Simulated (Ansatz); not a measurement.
Ge–PH2, quartet in cc-pVDZ: errors against UCCSDT(Q)

Geometry: displaced at random from a stationary point.

```tsv
atom	x (Å)	y (Å)	z (Å)
Ge	0.0492	-0.0015	0.8168
P	-0.1156	0.0069	-1.7415
H	-0.0390	1.0402	-2.6838
H	0.0441	-1.1466	-2.6656
```

Basis cc-pVDZ; Ansatz 0.2.0. Correlated methods freeze the noble-gas cores and the filled d shells of p-block atoms, which leaves 11 electrons in 36 orbitals. R marks a restricted (for open shells ROHF) determinant, U an unrestricted one. Active spaces: valence = (11e, 10o) chosen from the atoms' valence shells. No spin–orbit coupling is included, and no scalar relativity.

Full CI isn't at hand for all of this; UCCSDT(Q) serves as the reference, and is uncertain by about the last step of the cluster series. The frozen core follows each run's orbitals, which can shift R against U totals by a few meV for light atoms and by up to 0.1 eV past Ca.

* UHF ⟨S²⟩: 3.792
* T1 diagnostic (RCCSD): 0.0198
* largest doubles amplitude (RCCSD): 0.036
* T1 diagnostic (UCCSD): 0.0191

```csv
level,E − E(RHF) (eV)
UHF,-0.2326
UMP2,-4.4996
UCCSD,-5.5699
UCCSD(T),-5.7145
```

Task: Estimate how far UCCSDT(Q) in cc-pVDZ lies from UCCSD(T). The table doesn't fix it; the size of (T) and the diagnostics are the guide.

Result: UCCSDT(Q) in cc-pVDZ lies 1.51 mEh below UCCSD(T), which is 28 % of the (T) step (-5.32 mEh). The diagnostics give no warning, yet the rest is a sizeable part of (T).

The other levels:

```json
{"level": "UCCSDT", "E − E(UCCSDT(Q)) (mEh)": "0.30", "share of correlation (%)": "99.86", "wall time": "–"}
```

The correlation energy at UCCSDT(Q), counted from RHF, is -5.756 eV. That run took 16 s on 1 thread of Intel Xeon 6975P-C, shared host.

Run but not shown, since their state or frozen core can't be matched to the reference's or they repeat it: RHF, RMP2, CISD, RCCSD, RCCSD(T), BCCD(T), RCCSDT, RCCSDT(Q), CASSCF (valence space), NEVPT2 (valence space), MRCISD (valence space), MRCISD+Q (valence space).

Times hold each run's SCF and search for its determinant on a shared host, so for small cases they say little of a method's own cost; they ran on 1 thread of Intel Xeon 6975P-C.

Natural occupations of CASSCF (valence space) about the gap: 1.990 1.979 1.969 1.962 1.003 0.999 0.998 0.043 0.032 0.024; effectively unpaired electrons, Σ n²(2−n)², 3.02.
